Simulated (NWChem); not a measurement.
Molecule: hydrazine (N2H4); SMILES NN

Results from NWChem. Coordinates come from a PBE-D3(BJ)/def2-SVP optimisation. LC-ωPBE (HJS hole) with def2-SVP; x = 1 − exp(−ω/0.25 bohr⁻¹) is a scale chosen for this fit.

```
row           x  −ε(HOMO) (eV)
--------  -----  -------------
ω = 0.15  0.451           7.33
ω = 0.25  0.632           8.51
ω = 0.50  0.865       withheld
ω = 0.60  0.909          10.83
```

Fit a straight line of the last column on the one before it, predict the withheld value, and compare with the run.


1. Means of the 3 shown rows: x = 0.6640, y = 8.890. Slope Σ(x − x̄)(y − ȳ)/Σ(x − x̄)² = 0.8197/0.1064 = 7.703; intercept 3.775.
2. The shown rows scatter about the line by 0.095 (root mean square); the largest residual is -0.13, at ω = 0.25.
3. At x = 0.865 (ω = 0.50; inside the shown range) the line gives 10.44.
4. The run gives 10.39, -0.05 from the line, 0.5 times the scatter.
